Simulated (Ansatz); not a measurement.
# Zinc-blende InAs: polycrystal shear modulus by level of theory

No measured value is used here.

```csv
level (code),value (GPa),cell (Å³/atom)
LDA (Ansatz),28.3,27.35
PBE (Ansatz),25.4,29.59
PBEsol (Ansatz),26.7,28.20
r²SCAN (Ansatz),28.9,28.49
r²SCANh (Ansatz),?,28.24
```

Q: What belongs in the gaps?

A: 
- r²SCANh (Ansatz, a first-principles code), value (GPa): 30.4

LDA, PBE, PBEsol: the solid has no gap at this level, which affects its response. Each level is taken at its own relaxed cell. Cutoffs and k meshes differ between the levels. Ansatz's density-functional and Hartree–Fock values are scalar-relativistic unless marked +SOC, with PAW data made under PBE.
